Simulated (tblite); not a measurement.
Compound: oxonium, H₃O (charge +1).
SMILES with atom numbers: `[OH3+:1]` (hydrogens: H2, H3, H4 on O1)

Computed with GFN2-xTB (tblite), gas phase: Langevin dynamics at 400 K from the optimised GFN2-xTB geometry, time step 0.5 fs, friction 0.01 fs⁻¹, 2000 steps.

Start geometry:
```
atom  x, y, z in Å
O1      0.003   -0.002    0.207
H2     -0.550   -0.761   -0.085
H3     -0.383    0.862   -0.064
H4      0.939   -0.094   -0.081
```

The statistics below take the 31 frames saved every 25 fs from 250 to 1000 fs; their kinetic temperature (all 3N coordinates) averages 383 K.

Question: How do the bond lengths spread?

Answer: 
```csv
bond,start (Å),mean (Å),standard deviation (Å),shortest (Å),longest (Å)
O1–H2,0.984,0.988,0.040,0.902,1.070
O1–H3,0.984,0.989,0.027,0.949,1.046
O1–H4,0.984,0.987,0.032,0.924,1.050
```

Question: How far does each atom move about its mean position (frames aligned on the start, all atoms weighted alike), and what rms force does it feel?

Answer: 
```
atom  rms displacement (Å)  rms force (eV/Å)
  O1                  0.05              2.14
  H2                  0.05              1.65
  H3                  0.04              1.08
  H4                  0.04              1.18
```

The displacements run from 0.04 to 0.05 Å.

Question: How widely does the potential energy scatter, against a harmonic estimate?

Answer: Mean 0.11 eV above the start, standard deviation 0.070 eV, range 0.02 to 0.28 eV. For 6 classical harmonic modes at 400 K the canonical values are 6kT/2 = 0.10 eV and kT·√(6/2) = 0.060 eV.

The run is classical and short, so these are rough statistics of one trajectory.

The cost below is that of the whole dynamics run. Time: 8.6 s wall; peak memory 0.18 GiB. Hardware: one thread of an Intel Xeon at 2.50 GHz (shared host).
